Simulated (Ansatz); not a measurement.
# SiNH4−: single points off equilibrium

The atoms stand at a structure displaced at random from a GFN2-xTB minimum. How far do the functionals agree with CCSD(T) there?

The runs use Ansatz 0.2.0, Gaussian basis; single points in def2-TZVPPD.

Cores are frozen in the correlated methods.

## Step 1: The system as given

SMILES `N[SiH2-]`, 6 atoms, charge -1, spin multiplicity 1.

Atoms are counted from 1 here; the program's logs count them from 0.

Bond lengths: N1–Si2 1.839 Å, N1–H3 1.124 Å, N1–H4 0.980 Å, Si2–H5 1.486 Å, Si2–H6 1.603 Å. Angles: Si2–N1–H3 104.0°, Si2–N1–H4 105.3°, H3–N1–H4 107.3°, N1–Si2–H5 97.4°, N1–Si2–H6 94.8°, H5–Si2–H6 107.2°.

Geometry (Å):

```xyz
6

N    -0.2182   -0.8383   -0.0810
Si    0.4668    0.8375    0.2420
H     0.6735   -1.4372   -0.4117
H    -0.4909   -1.1802    0.7958
H     0.7402    1.2070   -1.1706
H    -0.9461    1.4849    0.6357
```

## Step 2: CCSD(T)/def2-TZVPPD

run/in.yaml

```yaml
crystal:
  periodic: [false, false, false]
  atoms:
    - {symbol: N, position_ang: [-0.218200, -0.838300, -0.081000]}
    - {symbol: Si, position_ang: [0.466800, 0.837500, 0.242000]}
    - {symbol: H, position_ang: [0.673500, -1.437200, -0.411700]}
    - {symbol: H, position_ang: [-0.490900, -1.180200, 0.795800]}
    - {symbol: H, position_ang: [0.740200, 1.207000, -1.170600]}
    - {symbol: H, position_ang: [-0.946100, 1.484900, 0.635700]}
basis:
  gaussian: {orbitals: "def2-TZVPPD.json"}
total_charge: -1
correlation: {method: ccsd_t}
output: {forces: true}
```

The basis file named in the input lies beside it (Basis Set Exchange, JSON).

No record of the launch command was kept for these runs.

## Step 3: PBE0-D4/def2-TZVPPD

run/in.yaml: that of step 2 with these lines changed.

```diff
@@ -12,3 +12,3 @@
 total_charge: -1
-correlation: {method: ccsd_t}
-output: {forces: true}
+hamiltonian: {xc: pbe0, dispersion: d4}
+output: {forces: true, orbitals: {seedname: orbitals}}
```

## Step 4: wB97M-V/def2-TZVPPD

run/in.yaml: that of step 3 with these lines changed.

```diff
@@ -12,3 +12,3 @@
 total_charge: -1
-hamiltonian: {xc: pbe0, dispersion: d4}
-output: {forces: true, orbitals: {seedname: orbitals}}
+hamiltonian: {xc: {name: wB97M-V}}
+output: {forces: true}
```

## Step 5: r2SCAN-D4/def2-TZVPPD

run/in.yaml: that of step 4 with these lines changed.

```diff
@@ -12,3 +12,3 @@
 total_charge: -1
-hamiltonian: {xc: {name: wB97M-V}}
+hamiltonian: {xc: r2scan, dispersion: d4}
 output: {forces: true}
```

## Step 6: PBE-D4/def2-TZVPPD

run/in.yaml: that of step 5 with these lines changed.

```diff
@@ -12,3 +12,3 @@
 total_charge: -1
-hamiltonian: {xc: r2scan, dispersion: d4}
+hamiltonian: {xc: pbe, dispersion: d4}
 output: {forces: true}
```

## Step 7: SPW92/def2-TZVPPD

run/in.yaml: that of step 6 with these lines changed.

```diff
@@ -12,3 +12,3 @@
 total_charge: -1
-hamiltonian: {xc: pbe, dispersion: d4}
+hamiltonian: {xc: lda}
 output: {forces: true}
```

## Step 8: r2SCAN0-D4/def2-TZVPPD

run/in.yaml: that of step 7 with these lines changed.

```diff
@@ -12,3 +12,3 @@
 total_charge: -1
-hamiltonian: {xc: lda}
+hamiltonian: {xc: {name: r2SCAN0}, dispersion: d4}
 output: {forces: true}
```

(Steps that only read results are left out.)

**Question.** What will these runs give? Wanted: RMS force component; RMS force error; HOMO and LUMO, PBE0-D4; T1 diagnostic.

The runs gave:

| quantity | value |
| --- | --- |
| RMS force component | 1.391 to 1.420 eV/Å over the methods |
| RMS force error | PBE0-D4 0.088, wB97M-V 0.072, r2SCAN-D4 0.048, PBE-D4 0.143, SPW92 0.184, r2SCAN0-D4 0.163 eV/Å |
| HOMO and LUMO, PBE0-D4 | 0.96 and 4.26 eV |
| T1 diagnostic | 0.014 |

In words: On forces the order runs from r2SCAN-D4 to SPW92. Frozen-core CCSD(T) forces in triple zeta carry basis errors of their own, and this is one geometry, so small gaps rank nothing.
